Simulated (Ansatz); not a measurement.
Width of the whole s-p valence band (eV) of solids drawn from the class of tetrahedrally bonded semiconductors and semimetals, at two levels: PBE in Ansatz (plane waves, PAW), and PBE0 (Ansatz, a first-principles code, plane waves, PAW).

| solid | PBE | PBE0 |
|---|---|---|
| zinc-blende BP | 15.46 | 17.19 |
| zinc-blende AlP | 11.49 | 12.83 |
| zinc-blende AlAs | 11.86 | 13.16 |
| zinc-blende BAs | 15.40 | 17.07 |
| cubic BN | 20.22 | 22.13 |
| 3C-SiC | 15.40 | 17.03 |
| zinc-blende GaP | 12.49 | 13.89 |
| zinc-blende InP | 11.49 | ? |
| zinc-blende AlN (metastable phase) | 14.92 | 16.42 |
| zinc-blende GaSb | 11.55 | 12.85 |

Estimate the withheld PBE0 value from the other rows.

One way: carry over the typical difference. The differences PBE0 − PBE of the other rows, in order: 1.30, 1.30, 1.34, 1.40, 1.50, 1.63, 1.67, 1.73, 1.91; median 1.50. Zinc-blende InP: 11.49 + (1.50) = 12.99 eV; the run gives 12.82 eV. The differences spread from 1.30 to 1.91, so such an estimate is rough.

Over all 10 rows PBE0 is the larger in 10.

Spin–orbit coupling is left out, also for the solids with elements from indium on (zinc-blende InP, zinc-blende GaSb); its size isn't shown.

Cells: PBE at the measured cell; PBE0 at the measured cell. Ansatz's density-functional and Hartree–Fock values are scalar-relativistic unless marked +SOC, with PAW data made under PBE.
